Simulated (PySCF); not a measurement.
Structure with atom numbers: `[CH3:1][O:2][C:3]([CH3:4])=[S:5]`; H(Xn) means a hydrogen on atom n.

Theory: PBE0-D3(BJ)/def2-SVP geometry, GIAO KT2/pcSseg-2 shieldings, in PySCF (single conformer, averaged over atoms made equivalent by symmetry, fast rotation or ring inversion, no solvent, no relativistic terms).

Chemical shifts δ = σref − σ; 13C (σ = 182.28 ppm) and 1H (σ = 31.18 ppm) against TMS; H2O for 17O (σ = 324.36 ppm); CS2 for 33S (σ = 525.25 ppm), all at this level.

```csv
atoms,nucleus,count,δ (ppm)
C1,13C,1,58.8
H(C1),1H,3,3.92
O2,17O,1,?
H(C4),1H,3,2.74
S5,33S,1,?
C3,13C,1,213.9
C4,13C,1,31.2
```

Task: Estimate the values marked ?.

Result: 
- O2: 249.9 ppm, ether oxygen
- S5: 432 ppm, thione sulfur

Shifts are as computed. Against solution values, carbons near 30 ppm lie about +3 ppm off and those near 130 ppm about -1 ppm. Of 1211 compounds with measured shifts, 218 miss one by over three times the rms of a fit or turn the order of signals round; such compounds aren't used in these exercises. Experimental scales use liquid or dissolved standards, which lie at an offset from isolated H2O (liquid H2O: subtract about 36 ppm).
